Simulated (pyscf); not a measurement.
Thermochemistry of product channels of `[CH3][Al]([OH])[OH]` + `[CH3]` [doublet] on the doublet surface, in kJ/mol, from CCSD(T)/def2-TZVPP + ΔMP2(QZVPP) energies (ideal gas, 1 atm, RRHO with modes under 100 cm⁻¹ raised to 100, one conformer, R ln 2 for chiral ones without a mode under 150 cm⁻¹). Optimised with ωB97X-D3(BJ)/def2-SVP in PySCF. Correlated levels are frozen-core, on RHF or UHF. ΔMP2 is the change of the MP2 total energy from the triple- to the quadruple-zeta basis.

```csv
products,ΔE,ΔH(298 K),ΔG(298 K),ΔG(900 K)
`[CH3][CH3]` + `[OH][Al][OH]` [doublet],-40.2,-22.6,-19.4,-4.6
`[CH3][Al]([O])[OH]` [doublet] + `[CH4]`,(withheld),+72.5,+75.3,+86.3
```

Question: Fill in the missing entries.

Answer: 
- `[CH3][Al]([O])[OH]` [doublet] + `[CH4]`, ΔE: +64.3

These are energies of the channels, which say nothing of barriers. H₃C–Al(O•)–OH lies 35.6 kJ/mol over its isomer [H₃C–O–Al–OH]• (electronic energy, ωB97M-D3(BJ)/def2-TZVP). The CCSD(T) − MP2 part came from Ansatz, without density fitting, on the same reference.
